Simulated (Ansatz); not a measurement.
Input file:

```yaml
crystal:
  periodic: [false, false, false]
  atoms:
    - {symbol: Br, position_ang: [0.000000, 0.000000, -1.526200]}
    - {symbol: H, position_ang: [0.000000, 0.000000, -0.105600]}
    - {symbol: S, position_ang: [0.000000, 0.000000, 1.631800]}
basis:
  gaussian: {orbitals: cc-pVTZ}
magnetization: {spin_polarized: false, initial_magnetization: 2}
correlation: {method: sc_nevpt2, electrons: outside_noble_gas, active_space: {window: {electrons: 4, orbitals: 4}}}
```

```sh
$ ansatz run in.yaml --threads 2 --pin off --events-out ev --progress --plain --max-ram 24576MiB --backend cuda --devices 0, --max-vram 18GiB
```

Log:

```
550 factors; integrals over basis functions are off by at most 1.3e-3 eV
mean field evaluation 1: about -80831.1502 eV, gradient 1.0e1 eV
mean field evaluation 2: about -80831.1534 eV, gradient 1.0e1 eV
mean field evaluation 4: about -80831.9913 eV, gradient 1.5e0 eV
mean field evaluation 8: about -80832.0143 eV, gradient 1.1e-1 eV
mean field evaluation 16: about -80829.5839 eV, gradient 3.0e0 eV
mean field evaluation 32: about -80832.0092 eV, gradient 9.3e-6 eV
mean field evaluation 64: about -80832.0092 eV, gradient 1.4e-6 eV
mean field evaluation 96: about -80832.0144 eV, gradient 1.9e-6 eV
mean field evaluation 128: about -80831.9115 eV, gradient 4.1e0 eV
mean field -80832.01440415 eV, -2970.5217394452 hartree, gradient 6.7e-6 eV, S^2 2.000000; 7 other end points of the search recorded, 0 dependent functions left out
reference -80832.01440415 eV, -2970.5217394452 hartree; 27, 25 occupied and 64, 66 virtual orbitals, 550 factors
state -80832.48009260 eV, -2970.5388531800 hartree
state -80832.48009260 eV, -2970.5388531800 hartree; corrected -80840.52422738 eV, -2970.8344696810 hartree
state -80832.29576287 eV, -2970.5320791876 hartree
state -80832.29576287 eV, -2970.5320791876 hartree; corrected -80840.30129243 eV, -2970.8262769726 hartree
state -80832.48009260 eV, -2970.5388531800 hartree; corrected -80840.52422738 eV, -2970.8344696810 hartree
Total energy: -80840.52422738 eV, -2970.8344696810 hartree
```

Natural occupations: 1.9726 1.0007 1.0000 0.0267.

Ran on 2 threads of AMD EPYC 7R13 with a shared H100 80 GB, shared host: 10 s wall, 0.78 GiB peak host memory.
